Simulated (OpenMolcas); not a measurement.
BH2O (SMILES B[O]): the energy, rung by rung

The species is BH2O (4 atoms), meant as a doublet with charge 0. As SMILES, `B[O]`. Geometry: relaxed at PBE0-D4/def2-TZVP.

| atom | x (Å) | y (Å) | z (Å) |
| --- | --- | --- | --- |
| B | -0.0011 | -0.0103 | -0.0151 |
| O | 1.0253 | -0.3408 | 0.6769 |
| H | -1.0526 | -0.5877 | 0.1516 |
| H | 0.0839 | 0.8785 | -0.8336 |

Quantity: the energy change with the B1–H3 bond stretched from 1.211 to 1.817 Å, in eV. The values are calculated.

```tsv
level	kind	program	value (eV)
USVWN5/STO-3G	LDA	OpenMolcas	2.12
U-r2SCAN/STO-3G	meta-GGA	OpenMolcas	2.22
UB3LYP/STO-3G	global hybrid	OpenMolcas	2.27
CASPT2(3,3)/STO-3G	multireference	OpenMolcas	2.16
CASSCF(3,3)/STO-3G	multireference	OpenMolcas	?
SC-NEVPT2(3,3)/STO-3G	multireference	OpenMolcas	?
ROCCSD(T)/STO-3G	coupled cluster or CI	OpenMolcas	2.06
FCI/STO-3G	exact in the basis	OpenMolcas	2.03
```

Estimate what the levels marked ? give.

As computed at these levels: CASSCF(3,3)/STO-3G: 2.37 eV; SC-NEVPT2(3,3)/STO-3G: 2.26 eV. The first shape isn't each level's own minimum. The values span 2.03 to 2.37 eV. All rows use very small basis sets, so even the best lies far from the true value.
